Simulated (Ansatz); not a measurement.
Born–Oppenheimer molecular dynamics of BClH4 (6 atoms, charge 0, multiplicity 1). It starts at the highest image of a converged band, a first-order saddle point between two minima.

Theory: Ansatz, RKS PBE0/def2-SVPD.

```
ensemble                      : NVE (velocity Verlet)
time step                     : 0.5 fs
steps asked                   : 200
starting velocities drawn for : 100 K
seed                          : 4200
```

First frame:

```xyz
6
Properties=species:S:1:pos:R:3
B 0.008 -0.104 0.113
H -0.001 0.281 1.310
H 1.066 0.063 -0.422
H -1.063 -0.007 -0.416
Cl 0.079 -2.204 0.707
H 0.039 -0.952 1.397
```

Question: How far do the bonds stretch over the last three quarters of this one trajectory? (Pairs bonded in most of those frames.)

Answer: 
| bond | mean (Å) | spread (Å) | shortest | longest |
| --- | --- | --- | --- | --- |
| B1–H2 | 1.217 | 0.033 | 1.16 | 1.28 |
| B1–H3 | 1.203 | 0.013 | 1.18 | 1.22 |
| B1–H4 | 1.203 | 0.007 | 1.19 | 1.22 |
| Cl5–H6 | 1.309 | 0.024 | 1.28 | 1.38 |

Mean temperature of the second half: 325 K. The conserved energy stayed within 0.064 meV per atom of its start (net change 0.012 meV per atom), so the integration is sound. The kinetic energy rose, since the run started high on the potential surface and went downhill. It ends in pieces (BH3 + ClH), so much of that is their flight and rotation, not heat. A run of 0.1 ps of so small a system gives no equilibrium averages. The orbitals stay closed-shell, which can raise the energy where a bond breaks towards radicals; this wasn't checked here.

The run took 2.8 min on 2 threads of Arm Neoverse V2 (shared host), peak memory 0.12 GiB.
